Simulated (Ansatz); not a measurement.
C3H8N2 (`C=C(N)NC`), charge 0, multiplicity 1.

Q: Give a relaxed structure at PBE0-D4/def2-TZVP (the Gaussian-basis code of Ansatz). (An estimate is asked.)

A: Computed: 
```xyz
13

C     1.338   -1.079    0.783
C     0.463   -0.114    0.466
N     0.762    1.244    0.490
N    -0.849   -0.370    0.077
C    -1.343    0.225   -1.152
H     2.291   -0.843    1.237
H     1.109   -2.119    0.596
H     1.680    1.443    0.854
H     0.050    1.803    0.938
H    -1.044   -1.358    0.128
H    -2.397   -0.029   -1.267
H    -0.798   -0.113   -2.044
H    -1.263    1.310   -1.105
```
This is one stationary point; other conformers may exist.
